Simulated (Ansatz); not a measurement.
## Worked example: correlation energy of SnH₂, triplet

Geometry: a point of a breathe scan, not a stationary point.

```xyz
3

Sn    0.0000   -0.0125    0.0000
H     0.0000    0.7381   -1.2915
H     0.0000    0.7381    1.2915
```

Basis def2-SVP with its core potentials; Ansatz 0.2.0. Only valence electrons are correlated (noble-gas cores and the filled d shells of p-block atoms frozen), which leaves 6 electrons in 27 orbitals. R marks a restricted (for open shells ROHF) determinant. No spin–orbit coupling is included; scalar relativity enters through the core potentials alone.

Full CI is exact within this basis and frozen core; it isn't the basis-set limit.

Runs differ by some tens of microhartree through their thresholds and, for an open shell, their frozen cores, so steps under 0.03 kcal/mol mean nothing.

```csv
level,total energy (hartree)
RHF,-214.412125
RMP2,-214.474492
RCCSD,-214.492485
RCCSD(T),-214.493777
RCCSDT,-214.494176
RCCSDT(Q),-214.494194
full CI,-214.494153
```

Task: What is the correlation energy at full CI, and what share of it do RMP2 and RCCSD(T) recover?

Result: E(corr) = -214.494153 − (-214.412125) = -0.082028 hartree = -2.232 eV. RMP2: -0.062367 / -0.082028 = 76.03 %. RCCSD(T): -0.081652 / -0.082028 = 99.54 %.

Task: By how many kcal/mol does RCCSD(T) miss full CI (1 hartree = 627.509 kcal/mol), and which steps make up the rest?

Result: -214.493777 − (-214.494153) = 0.000376 hartree = 0.24 kcal/mol. Steps: RCCSDT − RCCSD(T) = -0.25, RCCSDT(Q) − RCCSDT = -0.01, full CI − RCCSDT(Q) = 0.03 kcal/mol. That is within 1 kcal/mol of the reference in this basis, which itself misses far more of the correlation at the basis-set limit.
